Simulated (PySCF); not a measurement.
# SZn (ZnS): the cost of one run

The runs use PySCF 2.14.0, with density-fitted response routines of our own; the level of theory stands in each step. All values are computed, except where a source is named. Atoms count from 0, in the outputs and in this text.

## 1. Starting geometry

2 atoms, charge 0, multiplicity 1; geometry from: GFN2-xTB. The atoms were then displaced at random by about 0.01 Å, so the start is not that level's minimum.

Bonds of the start (Å): S0–Zn1 2.08.

## 2. Optimising the geometry at PBE0-D3(BJ)/def2-SVP

What the job is given:

```
{"job": {"xc": "PBE0", "basis": "def2-SVP", "d3": "d3bj", "grid": 1, "shake": 0.01, "kind": "geom"}, "charge": 0, "multiplicity": 1}
S      1.049810    -0.028990     0.001990
Zn    -1.032320     0.000170    -0.014110
```

The run is started by

```
$ OMP_NUM_THREADS=1 python probes_run.py task.json out
```

The driver reads the jobs from task.json and runs them one after another.

**Question.** How long does this first job take on 1 thread of Arm Neoverse V1, shared host, and how much memory does it need?

About 3.1 s, with a peak of 0.26 GiB.
